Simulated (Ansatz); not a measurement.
A made-up structure of AlH₂SO (charge -1), singlet:

O1  (1.260, -1.777, 0.412)
Al2  (0.424, 0.124, 0.212)
S3  (-1.141, 0.454, -0.491)
H4  (-1.746, -0.695, -0.894)
H5  (1.025, 1.556, 0.642)
(Å)

It is relaxed with PBE-D4/def2-SVPD and then PBE0-D4/def2-TZVPD (Ansatz 0.2.0). Atoms count as bonded within 1.22 times the sum of their covalent radii (H–H: 0.88 Å). The end point is not checked to be a true minimum.

Q: Does its bonding change? (A judgement: the text doesn't fix the answer.)

A: By the calculation: No: no bond forms or breaks.

Where it ends: The first stage lowers the energy by 4.53 eV in 7 steps. It ends as AlH₂SO ([O][AlH][SH]), total charge -1:
O1  (1.191, -1.510, 0.407)
Al2  (0.587, -0.001, 0.277)
S3  (-1.439, 0.515, -0.626)
H4  (-1.720, -0.772, -0.890)
H5  (1.202, 1.431, 0.713)
(Å)

Labels in which every atom is bracketed show which atoms are joined, not bond orders.

For scale, one of the runs: PBE0-D4/def2-TZVPD relaxation, 147 basis functions, launched by `ansatz run in.yaml --threads 2 --pin off --events-out ev --progress --plain --max-ram 4352MiB`. The run took about 20 s on 2 CPU threads of an Arm Neoverse V1 (shared host).
